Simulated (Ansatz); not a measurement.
N₂O, singlet: CASSCF and its corrections

Computed with Ansatz's Gaussian-basis code (development build). Basis cc-pVDZ, nonrelativistic, 3 orbitals frozen in the corrections. State-specific CASSCF; RHF is the lowest restricted (open-shell) Hartree–Fock solution met. No symmetry is imposed, so a solution can break that of the shape. The lowest solution met needn't be the lowest there is, nor hold the orbitals that a chemist would pick.

Geometry:

```xyz
3

N     0.0000    0.0000   -1.0987
N     0.0000    0.0000   -0.0628
O     0.0000    0.0000    1.0164
```

What do CASSCF and its corrections give against RHF in CAS(8,6), and what are the occupations?

CASSCF -2.611 eV, SC-NEVPT2 -12.814 eV; occupations 1.99, 1.99, 1.95, 1.95, 0.07, 0.07.
